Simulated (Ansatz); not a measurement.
# Structure relaxation of TaSi2

These are results of DFT r2SCAN, scalar-relativistic, plane waves, PAW in Ansatz 0.2.0, not measurements. Cutoff 500 eV, Γ-centred k mesh, Gaussian smearing, no spin polarisation in the final step.

TaSi2 was placed on the cuprite structure type (Pn-3m, No. 224), with Ta in place of O, Si in place of Cu, at a guessed volume.

```xyz
6
Lattice="4.5183 0.0000 0.0000 0.0000 4.5183 0.0000 0.0000 0.0000 4.5183" Properties=species:S:1:pos:R:3 pbc="T T T"
Ta    0.0000    0.0000    0.0000
Ta    2.2591    2.2591    2.2591
Si    1.1296    1.1296    1.1296
Si    1.1296    3.3887    3.3887
Si    3.3887    3.3887    1.1296
Si    3.3887    1.1296    3.3887
```

Cell and atoms relax at zero pressure; the relaxation can't lower the symmetry of the start. After a coarse first stage the cell is made exact in the group found at 0.06 Å.

Formation energies are uncorrected and refer to the elements' standard structures at the same level.

(1) What does it relax into?

(2) What are its volume, energy, density and gap?

Results:

(1) It keeps Pn-3m (No. 224). The result has the cuprite structure. Conventional cell: a = 5.628 Å. Around Ta lie 4 Si at 2.44 Å; around Si lie 2 Ta at 2.44 Å.

```
Ta Si
1.0
     5.62809    0.00000    0.00000
     0.00000    5.62809    0.00000
     0.00000    0.00000    5.62809
Ta Si
2 4
Direct
  0.00000 0.00000 0.00000
  0.50000 0.50000 0.50000
  0.25000 0.25000 0.25000
  0.25000 0.75000 0.75000
  0.75000 0.75000 0.25000
  0.75000 0.25000 0.75000
```

(2) The volume per atom is 29.71 Å³, the density is 4.42 g/cm³ and the energy over the elements is 1.51 eV/atom. The gap on the 8×8×8 mesh is 0 eV (a metal).

The final run used a 8×8×8 mesh on its 6-atom cell and 0.10 eV smearing. The k mesh leaves about 4 meV/atom of noise in metals. Spin–orbit coupling is left out. A structure relaxed within its symmetry needn't be a true minimum. The steps took about 50 core-seconds in all.

Cost: 3 runs of about 0.83 core-minutes in all, on AMD EPYC 9R45 (Zen 5) (shared hosts).